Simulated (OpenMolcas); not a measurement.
AlHCl2 (SMILES [Cl][AlH][Cl]): methods side by side

AlHCl2: 4 atoms, total charge 0, spin state singlet. SMILES: `[Cl][AlH][Cl]`. The shape comes from GFN2-xTB, which is rough for such elements, and wasn't checked as a minimum.

```jsonl
{"atom": "Cl", "x (Å)": "-1.2355", "y (Å)": "0.6985", "z (Å)": "1.3817"}
{"atom": "Al", "x (Å)": "0.0743", "y (Å)": "0.0537", "z (Å)": "-0.0186"}
{"atom": "Cl", "x (Å)": "-0.1211", "y (Å)": "-1.6803", "z (Å)": "-1.0423"}
{"atom": "H", "x (Å)": "1.2823", "y (Å)": "0.9281", "z (Å)": "-0.3208"}
```

Each level gives the vertical ionisation energy (to the doublet cation) (eV). The values are calculated.

```json
{"level": "HF/STO-3G, open shells restricted", "kind": "Hartree–Fock", "program": "OpenMolcas", "value (eV)": "9.84", "less FCI/STO-3G": "+0.44", "CPU time (all runs)": "4.9 s"}
{"level": "HF/STO-3G", "kind": "Hartree–Fock", "program": "OpenMolcas", "value (eV)": "9.82", "less FCI/STO-3G": "+0.42", "CPU time (all runs)": "3.8 s"}
{"level": "SVWN5/STO-3G", "kind": "LDA", "program": "OpenMolcas", "value (eV)": "9.26", "less FCI/STO-3G": "-0.14", "CPU time (all runs)": "11 s"}
{"level": "PBE/STO-3G", "kind": "GGA", "program": "OpenMolcas", "value (eV)": "9.26", "less FCI/STO-3G": "-0.14", "CPU time (all runs)": "16 s"}
{"level": "r2SCAN/STO-3G", "kind": "meta-GGA", "program": "OpenMolcas", "value (eV)": "9.54", "less FCI/STO-3G": "+0.14", "CPU time (all runs)": "16 s"}
{"level": "B3LYP/STO-3G", "kind": "global hybrid", "program": "OpenMolcas", "value (eV)": "9.69", "less FCI/STO-3G": "+0.29", "CPU time (all runs)": "13 s"}
{"level": "FCI/STO-3G, open shells restricted", "kind": "exact in the basis", "program": "OpenMolcas", "value (eV)": "9.40", "less FCI/STO-3G": "0.00", "CPU time (all runs)": "5.9 min"}
```

FCI/STO-3G, open shells restricted is exact within its basis and frozen core, so for wave-function methods in that basis the difference is their error; functionals converge differently with the basis, so for them it is only a difference. The values span 9.26 to 9.84 eV. All rows use very small basis sets, so even the best lies far from the true value. CPU times are rough (shared hosts, several kinds of processor): they show what a rung costs within a factor of a few.
